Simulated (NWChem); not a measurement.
# ammonia (NH₃); SMILES N

Computed with NWChem. Pople sets run with spherical d functions. STO-3G and 3-21G are far too small for this property and stand as cheap habits. All runs use the structure optimised with B3LYP/6-31G* (spherical d). Vertical excitations in the gas phase; the lowest state need not have the same character in each row.

```
level                       basis functions  lowest excitation, singlet (eV)  oscillator strength of that lowest state  orbital gap (eV)  relative time
--------------------------  ---------------  -------------------------------  ----------------------------------------  ----------------  -------------
CAM-B3LYP/3-21G, TDA                     15                             7.59                                     0.022             12.26              1
CAM-B3LYP/6-31G*, TDA                    20                             7.78                                     0.036             12.23              1
CAM-B3LYP/6-31+G*, TDA                   24                             6.81                                     0.134             10.64              2
CAM-B3LYP/def2-SVP, TDA                  29                             7.12                                     0.037             11.36              3
CAM-B3LYP/def2-SVPD, TDA                 44                             7.02                                     0.085             10.92              7
CAM-B3LYP/def2-TZVP, TDA                 49                             6.90                                     0.060             10.89              7
CAM-B3LYP/aug-cc-pVDZ, TDA               50                             6.23                                     0.083              9.49              6
CAM-B3LYP/def2-TZVPD, TDA                64                             6.53                                     0.085             10.20             10
```

Relative times are rough (shared machine, one core).
